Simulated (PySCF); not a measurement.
This PySCF input (PBE/cc-pVTZ) gives -114.99940 Eh with 102 basis functions.

```python
import numpy as np, basis_set_exchange as bse
from pyscf import gto, scf, dft, df

basis = {'C': gto.basis.parse(bse.get_basis('cc-pVTZ', elements=['C'], fmt='nwchem')), 'H': gto.basis.parse(bse.get_basis('cc-pVTZ', elements=['H'], fmt='nwchem')), 'O': gto.basis.parse(bse.get_basis('cc-pVTZ', elements=['O'], fmt='nwchem'))}
mol = gto.M(
    atom='''
    C    -0.01960273    0.53041536    0.01007793
    O     0.02915470   -0.78887498   -0.01498868
    H    -1.06290528    1.00482270    0.02799415
    H     0.48134512    1.04526317    0.90330047
    H     0.46593892    1.07842182   -0.87185278
    ''',
    basis=basis,
    charge=-1,
    verbose=4,
    max_memory=8640,
)
mf = dft.RKS(mol, xc='pbe')
mf.grids.level = 3
mf = mf.density_fit(auxbasis=df.autoaux(mol))
mf.conv_tol = 1e-9
mf.max_cycle = 100
print('smallest overlap eigenvalue', np.linalg.eigvalsh(mol.intor('int1e_ovlp'))[0])
mf.kernel()
dip = mf.dip_moment()
```

Change:
```diff
- basis = {'C': gto.basis.parse(bse.get_basis('cc-pVTZ', elements=['C'], fmt='nwchem')), 'H': gto.basis.parse(bse.get_basis('cc-pVTZ', elements=['H'], fmt='nwchem')), 'O': gto.basis.parse(bse.get_basis('cc-pVTZ', elements=['O'], fmt='nwchem'))}
+ basis = {'C': gto.basis.parse(bse.get_basis('def2-SVP', elements=['C'], fmt='nwchem')), 'H': gto.basis.parse(bse.get_basis('def2-SVP', elements=['H'], fmt='nwchem')), 'O': gto.basis.parse(bse.get_basis('def2-SVP', elements=['O'], fmt='nwchem'))}
```

Problem. What does the run give now?

Solution. -114.85104 Eh (PBE/def2-SVP, 43 functions), a change of +148.36 mEh.
